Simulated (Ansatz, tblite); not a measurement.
# The cluster Li2Al+: rung by rung

Aim: run the singlet of the cluster Li2Al+ at one geometry on many levels, and compare frontier levels, spin and run time.

Program: Ansatz 0.2.0, Gaussian basis. Level of theory: as each input shows. These are calculated values, not measurements.

The runs, in order: GFN1-xTB, GFN2-xTB, PBE-D4/def2-TZVP, r2SCAN-D4/def2-TZVP, ωB97M-V/def2-TZVP, LDA/def2-TZVP, BHLYP-D4/def2-TZVP, ωB97X-V/def2-TZVP, r2SCANh-D4/def2-TZVP, PBE-D4/def2-SVP, PBE0-D4/def2-SVP, HF/STO-3G, CCSD(T)/def2-TZVPP, MP2/def2-TZVP, RPA/def2-TZVP.

1 further run of the same task is left out (set aside as unsound or not needed).

## Step 1: The structure

The singlet was relaxed beforehand with PBE-D4/def2-TZVP. At that level it is the lowest of the isomers that a small search found.

3 atoms, charge 1, spin multiplicity 1.

Bond lengths: Al1–Li2 2.778 Å, Al1–Li3 2.778 Å. Angles: Li2–Al1–Li3 180.0°.

Coordinates:

```xyz
3

Al    0.0000    0.0000    0.0000
Li    2.4470   -0.6859    1.1225
Li   -2.4470    0.6859   -1.1225
```

The ion is computed in the gas phase, without counter-ions or solvent.

PBE0-D4/def2-TZVP was run before; its log isn't repeated, and its numbers join the tables.

## Step 2: GFN1-xTB

Tight binding, by tblite at 300 K electronic temperature and without a spin-polarisation term:

```python
tblite.interface.Calculator('GFN1-xTB', numbers, positions, charge=1, uhf=0).singlepoint()
```

Energy -40.5642 eV, HOMO -12.93 eV, LUMO -11.87 eV; 0.001 s.

## Step 3: GFN2-xTB

Tight binding, by tblite at 300 K electronic temperature and without a spin-polarisation term:

```python
tblite.interface.Calculator('GFN2-xTB', numbers, positions, charge=1, uhf=0).singlepoint()
```

Energy -31.0105 eV, HOMO -12.02 eV, LUMO -10.76 eV; 0.002 s.

## Step 4: PBE-D4/def2-TZVP

start.molden holds the orbitals of an earlier run on this state, given as this run's starting guess.

File in.yaml:

```yaml
crystal:
  periodic: [false, false, false]
  atoms:
    - {symbol: Al, position_ang: [0.000025, 0.000027, -0.000047]}
    - {symbol: Li, position_ang: [2.446966, -0.685906, 1.122532]}
    - {symbol: Li, position_ang: [-2.447001, 0.685889, -1.122485]}
basis:
  gaussian: {orbitals: def2-TZVP, initial_orbitals: start.molden}
total_charge: 1
hamiltonian: {xc: pbe, dispersion: d4}
scf: {omitted_lower_state_checks: [starts]}
output: {forces: true, orbitals: {seedname: orbitals}}
```

Started as:

```bash
ansatz run in.yaml --threads 4 --pin off --events-out ev --progress --plain --max-ram 3916MiB
```

Further steps of the session: r2SCAN-D4/def2-TZVP; ωB97M-V/def2-TZVP; LDA/def2-TZVP; BHLYP-D4/def2-TZVP; ωB97X-V/def2-TZVP; r2SCANh-D4/def2-TZVP; PBE-D4/def2-SVP; PBE0-D4/def2-SVP; HF/STO-3G; CCSD(T)/def2-TZVPP; MP2/def2-TZVP; RPA/def2-TZVP.

Before running them: what should the planned runs give, taken together? Wanted: gap in def2-TZVP, named functionals, smallest and largest; correlation energy, CCSD(T)/def2-TZVPP; correlation energy, MP2/def2-TZVP; PBE0 total energy, smallest basis above largest.

As calculated:

| quantity | value |
| --- | --- |
| gap in def2-TZVP, named functionals, smallest and largest | 1.11 eV (LDA), 6.42 eV (ωB97X-V) |
| correlation energy, CCSD(T)/def2-TZVPP | -4.09 eV |
| correlation energy, MP2/def2-TZVP | -3.18 eV |
| PBE0 total energy, smallest basis above largest | 2.56 eV (def2-SVP, def2-TZVP) |

What this shows: Over the named functionals in def2-TZVP the gap runs from 1.11 eV (LDA) to 6.42 eV (ωB97X-V); exact exchange widens it.
